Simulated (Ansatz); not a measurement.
What does this script print? It uses Ansatz's Python interface.

`conformers.py`
```python
'''Conformer energies of C5H6O.'''

from dataclasses import dataclass
import logging
import sys

import ansatz as az
from rdkit import Chem
from rdkit.Chem import AllChem

logging.basicConfig(stream=sys.stdout, format='%(levelname)s:%(name)s:%(message)s')
logger = logging.getLogger('c5h6o')
logger.setLevel(logging.INFO)


@dataclass(frozen=True)
class Options:
    basis: str = '6-31G*'
    xc: str = 'pbe'


cfg = Options()

rd = Chem.AddHs(Chem.MolFromSmiles('C#CC(=C)CO'))
ids = list(AllChem.EmbedMultipleConfs(rd, numConfs=20, randomSeed=752, pruneRmsThresh=0.4))
field = [energy for _, energy in AllChem.MMFFOptimizeMoleculeConfs(rd)]
distinct = {round(e, 2): i for i, e in zip(ids, field)}
chosen = sorted(distinct.items())[:4]
found = []
for force_field, index in chosen:
    mol = az.Crystal.molecule()
    for atom, xyz in zip(rd.GetAtoms(), rd.GetConformer(index).GetPositions()):
        mol = mol.atom(atom.GetSymbol(), xyz.round(5).tolist())
    calc = (
        mol.calculation()
        .basis(gaussian=cfg.basis)
        .functional(cfg.xc)
    )
    found.append(calc.run(threads=1).report['free_energy_ev'])
logger.info('conformer   MMFF (kcal/mol)   this level (eV)')
for (force_field, index), e in zip(chosen, found):
    logger.info(f'{index:9d} {force_field - chosen[0][0]:17.2f} {(e - min(found)):17.3f}')
```

Output of `python conformers.py`:
```text
INFO:c5h6o:conformer   MMFF (kcal/mol)   this level (eV)
INFO:c5h6o:        1              0.00             0.058
INFO:c5h6o:        2              0.24             0.000
```

The conformers keep their force-field geometries. Run time: 3.6 s on 1 thread of Intel(R) Xeon(R) 6975P-C (Granite Rapids), with other jobs on the host, peak memory 0.26 GiB.

(Lines on the test bed's own set-up are left out of the output.)
